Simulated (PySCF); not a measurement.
Geometry (Å), atoms numbered from 1 in this order:
```xyz
8

C    -0.602    0.403   -0.191
C     0.580    0.679    0.366
C     1.816    0.567   -0.437
O     1.901    0.255   -1.579
Cl    3.272    0.963    0.518
H    -0.660    0.094   -1.239
H    -1.530    0.476    0.380
H     0.684    0.989    1.408
```

Geometry: PBE0-D3(BJ)/def2-SVP; GIAO absolute shieldings from PySCF 2.14, gas phase, non-relativistic, averaged over equivalent atoms.

At PBE0/cc-pVDZ (89 basis functions, 6.6 s wall time on 1 thread of an Intel Xeon Platinum 8488C, shared host):
```
atoms  σ (ppm)
   C3     28.1
   C1     60.9
   C2     61.5
   O4   -177.8
  Cl5    524.3
   H6    24.54
   H8    25.13
   H7    25.35
```

**Question.** Estimate the result of repeating the calculation with PBE0/cc-pVTZ.

**Answer.** 
```csv
atoms,σ at PBE0/cc-pVTZ,change
C3,14.1,-14.0
C1,46.1,-14.8
C2,47.1,-14.4
O4,-205.8,-28.0
Cl5,492.0,-32.3
H6,24.42,-0.12
H8,24.67,-0.46
H7,25.24,-0.11
```

The largest change is at Cl5 (chlorine bonded to C). Cost: 196 basis functions, 18 s wall time on 1 thread of an Intel Xeon Platinum 8488C, shared host. The order of the carbon signals is the same at both levels.

Carbons that carry Cl, above all several Cl atoms, come out too deshielded, partly because spin–orbit coupling is missing.
